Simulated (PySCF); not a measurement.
Molecule: `C=CF`, C2H3F.

Geometry:
```
atom   x (Å)   y (Å)   z (Å)
  C1  -0.678  -0.133   0.077
  C2   0.608   0.149  -0.079
  F3   1.523  -0.779  -0.339
  H4  -1.046  -1.158   0.001
  H5  -1.384   0.671   0.286
  H6   1.041   1.153  -0.015
```

Geometry PBE0-D3(BJ)/def2-SVP throughout; GIAO in PySCF 2.14, gas phase, one conformer, non-relativistic; equivalent atoms averaged; basis pcSseg-2.

(1) How do the shifts δ (against TMS, CFCl3 at the same level) depend on the functional? (ppm; last column core-seconds on shared hosts with different chips, so compare them loosely; the GGAs took longer than the global hybrids here, which isn't the general rule, and the cause wasn't traced)

(2) Which nucleus moves most, in ppm?

Results:

(1) 
| functional | kind | C2 | C1 | F3 | H6 | H4 | H5 | core-s |
| --- | --- | --- | --- | --- | --- | --- | --- | --- |
| HF | Hartree–Fock | 163.5 | 102.6 | -96.2 | 6.71 | 5.12 | 4.69 | 1.8 |
| LDA | LDA | 173.7 | 103.6 | -118.5 | 6.98 | 4.92 | 4.63 | 5.2 |
| PBE | GGA | 168.1 | 98.9 | -115.9 | 6.96 | 4.83 | 4.52 | 6.3 |
| BLYP | GGA | 168.4 | 98.3 | -117.9 | 6.97 | 4.80 | 4.45 | 6.3 |
| BP86 | GGA | 167.6 | 98.8 | -117.5 | 6.94 | 4.82 | 4.50 | 6.4 |
| OPBE | GGA | 162.1 | 96.1 | -108.3 | 6.93 | 4.82 | 4.55 | 6.4 |
| KT2 | GGA | 159.7 | 92.2 | -130.6 | 6.89 | 4.71 | 4.34 | 7.2 |
| KT3 | GGA | 157.8 | 91.3 | -122.1 | 6.89 | 4.70 | 4.35 | 6.2 |
| B97-D | GGA | 163.1 | 95.7 | -115.0 | 6.91 | 4.78 | 4.45 | 6.4 |
| B3LYP | global hybrid | 168.9 | 101.2 | -112.0 | 6.88 | 4.91 | 4.55 | 5.3 |
| PBE0 | global hybrid | 168.3 | 101.9 | -108.5 | 6.86 | 4.95 | 4.63 | 4.7 |
| mPW1PW91 | global hybrid | 168.3 | 102.2 | -108.1 | 6.84 | 4.94 | 4.62 | 4.4 |
| WP04 | global hybrid | 167.6 | 103.0 | -112.6 | 6.63 | 4.80 | 4.51 | 5.5 |
| B97-2 | global hybrid | 165.1 | 99.5 | -108.5 | 6.83 | 4.90 | 4.57 | 5.7 |
| BHandHLYP | global hybrid | 168.1 | 103.4 | -106.0 | 6.80 | 5.03 | 4.64 | 5.3 |
| CAM-B3LYP | range-separated hybrid | 171.6 | 104.2 | -107.1 | 6.91 | 5.03 | 4.65 | 6.8 |
| wB97X-D | range-separated hybrid | 169.4 | 103.4 | -105.0 | 6.84 | 4.99 | 4.66 | 6.5 |
| LC-wPBE | range-separated hybrid | 174.4 | 107.9 | -96.0 | 6.89 | 5.12 | 4.78 | 10 |

(2) F3 (vinylic fluorine): from -130.6 ppm with KT2 to -96.0 ppm with LC-wPBE. The smallest spread is 0.35 ppm, at H6. Proton shifts span only some 12 ppm, so a few tenths of a ppm matter as much there as several ppm in carbon.
